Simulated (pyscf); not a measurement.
Optimised with ωB97X-D3(BJ)/def2-SVP in PySCF.

### Question
For H₂N–GaH–Cl + hydrogen (H₂) → H₂N–GaH₂ + hydrogen chloride (HCl), a four-centre exchange (singlet surface; Cl–Ga, H–H broken, Ga–H, Cl–H formed), PBE/def2-TZVP gives ΔE‡ = 120.8 kJ/mol and ΔE = +103.4 kJ/mol (zero: the separated reactants). In which direction and how far do PBE0-D3(BJ)/def2-TZVP, M06-2X/def2-TZVP, ωB97M-D3(BJ)/def2-TZVP move these?

### Answer
PBE0-D3(BJ): ΔE‡ = 128.9 kJ/mol, ΔE = +107.4 kJ/mol; M06-2X: ΔE‡ = 153.1 kJ/mol, ΔE = +126.2 kJ/mol; ωB97M-D3(BJ): ΔE‡ = 146.0 kJ/mol, ΔE = +104.2 kJ/mol. PBE's barrier lies under all of them, by 8.1 to 32.3 kJ/mol. Its reaction energy matches one of them and lies within 22.8 kJ/mol of the others. The same reactants have a lower exit, to Cl–GaH₂ + NH₃ (barrier +98.6 kJ/mol at ωB97M-D3(BJ)/def2-TZVP, against +146.0 kJ/mol here). This is the saddle that the search found; another between the same sides may lie lower. Elements up to Kr have no core potential and no relativistic terms here.
